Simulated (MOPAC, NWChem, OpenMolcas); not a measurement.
How methods differ on SF4 (sulfur tetrafluoride)

The species is SF4 (5 atoms), meant as a singlet with charge 0. SMILES: `FS(F)(F)F`. The coordinates come from a PBE0-D4/def2-TZVP relaxation.

Quantity: the dipole moment, in D. The values are calculated.

**What was measured.** NIST CCCBDB gives the dipole moment of the gas as 0.63 D.

```csv
level,kind,program,value (D),computed − measured
AM1,semi-empirical,MOPAC,2.62,+1.99
HF/6-311+G**,Hartree–Fock,OpenMolcas,1.13,+0.50
SVWN5/6-311+G**,LDA,OpenMolcas,0.84,+0.21
BLYP/6-311+G**,GGA,OpenMolcas,0.86,+0.23
PBE/6-311+G**,GGA,OpenMolcas,0.79,+0.16
r2SCAN/6-311+G**,meta-GGA,OpenMolcas,0.81,+0.18
PBE0/6-311+G**,global hybrid,NWChem,0.90,+0.27
CAM-B3LYP/6-311+G**,range-separated hybrid,NWChem,0.98,+0.35
```

Nearest: PBE/6-311+G** (+0.16 D); farthest: AM1 (+1.99 D). The measured dipole is a vibrational average, so differences of a few hundredths of a debye mean little. Computed less measured by kind, in D (6-311+G** rows): semi-empirical +1.99; Hartree–Fock +0.50; LDA +0.21; GGA +0.16 to +0.23; meta-GGA +0.18; global hybrid +0.27; range-separated hybrid +0.35. Magnitudes only: a small dipole may point the other way at some levels.
